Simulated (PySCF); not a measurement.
Compound: PH₄ (charge +1).
Hydrogens: H2, H3, H4, H5 on P1.

The closed-shell ground state was solved at several levels (PySCF, density fitting, gas phase, non-relativistic). Geometry: PBE0-D3(BJ)/def2-SVP; no solvent, vibrations or thermal averaging.

| level | basis functions | HOMO (eV) | LUMO (eV) | gap (eV) |
| --- | --- | --- | --- | --- |
| PBE0/aug-cc-pVDZ | 63 | -19.10 | -5.91 | 13.19 |
| PBE0/cc-pVTZ | 90 | -19.12 | -5.97 | 13.15 |
| PBE0/cc-pVDZ | 38 | -19.12 | -5.70 | 13.42 |
| PBE0/IGLO-III | 84 | -19.13 | -5.89 | 13.24 |
| PBE0/pcSseg-0 | 21 | -19.45 | -5.30 | 14.15 |

Problem. Estimate the row for PBE0/pcSseg-3, a basis of 208 functions; the other rows only guide the guess.

Solution. HOMO -19.12 eV, LUMO -6.13 eV, gap 12.99 eV.

Problem. Over all these levels, which gives the widest orbital gap and which the narrowest?

Solution. PBE0/pcSseg-0 has the widest, 14.15 eV, and PBE0/pcSseg-3 the narrowest, 12.99 eV. From the narrowest to the widest the HOMO moves by -0.33 eV and the LUMO by +0.83 eV.

Problem. How much does the basis alone move the frontier levels among the 6 PBE0 rows (the withheld one included)?

Solution. The HOMO by 0.35 eV and the LUMO by 0.83 eV. By rising basis size (HOMO, LUMO in eV): pcSseg-0 -19.45, -5.30; cc-pVDZ -19.12, -5.70; aug-cc-pVDZ -19.10, -5.91; IGLO-III -19.13, -5.89; cc-pVTZ -19.12, -5.97; pcSseg-3 -19.12, -6.13.
